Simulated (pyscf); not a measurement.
Single points on ωB97X-D3(BJ)/def2-SVP structures (PySCF, gas phase).

Q: For the elementary gas-phase step `[NH3]` + `[NH2][SiH]([NH2])[F]` → `[NH2][SiH]([NH2])[NH2]` + `[FH]` (singlet surface; H–N, F–Si broken, N–Si, F–H formed), what barrier and reaction energy does ωB97M-D3(BJ)/def2-TZVP give, measured from the separated reactants?

A: ΔE‡ = 25.6 kcal/mol, ΔE = +23.9 kcal/mol. Zero-point energy shifts the barrier by +0.4 kcal/mol. It is a four-centre exchange, with an imaginary mode of 581i cm⁻¹. On the product side the descent ends in a bound adduct, 13.5 kcal/mol under the separated species and 15.2 kcal/mol under the saddle at ωB97X-D3(BJ)/def2-TZVP. This is the saddle that the search found; another between the same sides may lie lower.
